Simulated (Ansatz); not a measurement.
Predict the output of the script below (Ansatz 0.2.0 through its Python package).

The script reads `ch4alcl.xyz`:
```text
7

Al   -0.65540    0.26420   -0.78820
C     0.59800   -0.10810    0.64460
Cl    0.48960   -1.83630    1.02270
H    -1.53900   -0.84200   -1.41510
H    -0.83810    1.79620   -1.36380
H     0.35400    0.50550    1.54720
H     1.65220    0.15260    0.30700
```

`run_adiabatic.py`
```python
# -*- coding: utf-8 -*-
'''How CH4AlCl relaxes after losing an electron.'''

from dataclasses import dataclass
import itertools

import ansatz as az
from ase.data import atomic_numbers, covalent_radii
import numpy as np


@dataclass
class Options:
    basis_set: str = 'cc-pVDZ'
    xc: str = 'PBE'
    charge: int = 1


opts = Options()


def main():
    molecule = az.Crystal.molecule_from_extxyz('ch4alcl.xyz')

    model = molecule.calculation()
    model = model.basis(gaussian=opts.basis_set).functional(opts.xc)
    symbols = [site.symbol for site in molecule.cartesian_sites]
    start = np.array([site.position_ang for site in molecule.cartesian_sites], dtype=float)
    report = model.relax(force_tolerance=0.01, max_steps=100).run(threads=1).report
    end = np.array(report['positions_ang'])

    minimum = az.Crystal.molecule()
    for symbol, place in zip(symbols, end):
        minimum = minimum.atom(symbol, place.tolist())
    ion = (
        minimum.calculation()
        .basis(gaussian=opts.basis_set)
        .functional(opts.xc)
        .charge(opts.charge)
        .spin('collinear', total=1)
    )
    vertical = ion.run(threads=1).report
    settled = ion.relax(force_tolerance=0.01, max_steps=80).run(threads=1).report
    print(f'vertical ionisation energy   {vertical["free_energy_ev"] - report["free_energy_ev"]:.3f} eV')
    print(f'adiabatic, no zero point     {settled["free_energy_ev"] - report["free_energy_ev"]:.3f} eV')
    print(f'relaxation energy of the ion {vertical["free_energy_ev"] - settled["free_energy_ev"]:.3f} eV')
    ionised = np.array(settled['positions_ang'])
    # pairs closer than 1.2 times the sum of covalent radii, before or after
    radius = [covalent_radii[atomic_numbers[s]] for s in symbols]
    span = lambda where, i, j: np.linalg.norm(where[i] - where[j])
    bonded = [(i, j) for i, j in itertools.combinations(range(len(symbols)), 2) if min(span(end, i, j), span(ionised, i, j)) < 1.2 * (radius[i] + radius[j])]
    print('pair        before    after (A)')
    for i, j in bonded:
        print(f'{symbols[i]}{i}-{symbols[j]}{j}'.ljust(10), f'{span(end, i, j):8.4f} {span(ionised, i, j):8.4f}')


if __name__ == '__main__':
    main()
```

Running `python run_adiabatic.py` prints:
```text
vertical ionisation energy   9.437 eV
adiabatic, no zero point     8.901 eV
relaxation energy of the ion 0.536 eV
pair        before    after (A)
Al0-C1       1.9964   2.2475
Al0-H3       1.6012   1.5805
Al0-H4       1.6107   1.5908
C1-Cl2       1.8224   1.7022
C1-H5        1.1113   1.1101
C1-H6        1.1114   1.1103
```

The energies are electronic: no zero-point or thermal terms, and the basis set is short of its limit. The product may relax into another structure. The relaxation finds the nearest minimum, so the adiabatic value is an upper bound. Finished in 56 s on 1 thread of Arm Neoverse V1 (shared host), peak memory 0.22 GiB.
